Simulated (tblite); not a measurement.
Compound: Z-ethanimine, C₂H₅N.
SMILES: `[H]/N=C\C`

Calculated harmonic vibrations of the isolated species, GFN2-xTB (tblite), most abundant isotopes, no scaling. This tight-binding method is rough: wavenumbers can miss measured ones by several per cent, in bad cases by 10 to 20.

Harmonic wavenumbers (cm⁻¹): 149.2, 470.7, 670.4, 951.1, 1005.9, 1047.8, 1091.1, 1223.7, 1345.2, 1382.3, 1463.9, 1469.8, 1754.7, 2996.0, 3010.3, 3020.3, 3027.8, 3300.0.

A = 51502, B = 9914, C = 8763 MHz; mass 43.042 u (most abundant isotopes); point group Cs, symmetry number 1.

Question: Zero-point energy?

Answer: Half the sum of the wavenumbers: 14690 cm⁻¹ = 42.00 kcal/mol.

Question: Entropy at 350 K, 1 bar (ideal gas, RRHO, classical rotation)?

Answer: Translation 38.03, rotation 22.28, vibration 5.34: S = 65.6 cal/(mol K).

Question: And Cp and H(350 K) − H(0)?

Answer: Cp = 15.83 cal/(mol K), of which vibrations give 7.88 (their classical limit is 18 R = 35.8); H(350 K) − H(0) = 3.90 kcal/mol without the zero-point energy, 1.12 from vibrations.

Question: Which modes carry the vibrational entropy at 350 K?

Answer: 149.2 cm⁻¹: 2.99; 470.7 cm⁻¹: 0.96; 670.4 cm⁻¹: 0.50; 951.1 cm⁻¹: 0.20; 1005.9 cm⁻¹: 0.17; 1047.8 cm⁻¹: 0.14 cal/(mol K); the other 12 give 0.38 together.

Question: What must be added to the electronic energy to get the Gibbs energy at 350 K and 1 bar?

Answer: ZPE + [H(350 K) − H(0)] − T·S = 42.00 + 3.90 − 22.98 = 22.92 kcal/mol.

Question: How do the functions run with temperature in this model?

Answer: 
| T (K) | S (cal/(mol K)) | Cp (cal/(mol K)) | H − H(0) (kcal/mol) | G − H(0) (kcal/mol) | ln q(vib) |
| --- | --- | --- | --- | --- | --- |
| 150 | 55.2 | 10.3 | 1.35 | -6.93 | 0.29 |
| 250 | 60.9 | 12.6 | 2.48 | -12.75 | 0.66 |
| 298.15 | 63.3 | 14.1 | 3.12 | -15.74 | 0.85 |
| 400 | 67.9 | 17.5 | 4.73 | -22.42 | 1.32 |
| 600 | 76.1 | 23.4 | 8.85 | -36.83 | 2.39 |
| 900 | 86.9 | 29.6 | 16.88 | -61.34 | 4.17 |

q(vib) and H(0) count from the zero-point level.

Question: Blend soft modes into free rotors: weight 1/[1 + (100 cm⁻¹/ν̃)⁴] for the oscillator and the rest for a rotor with moment μB/(μ + B), μ = h/(8π²ν), B = 10⁻⁴⁴ kg m². What vibrational entropy results?

Answer: 5.28 cal/(mol K) in place of 5.34, which changes −T·S at 350 K by +0.02 kcal/mol.

Hindered rotation and anharmonicity are outside this model.

On one thread of an Arm Neoverse V2, shared host, this took under 0.1 s of wall time. This covers the Hessian and the dipole derivatives.
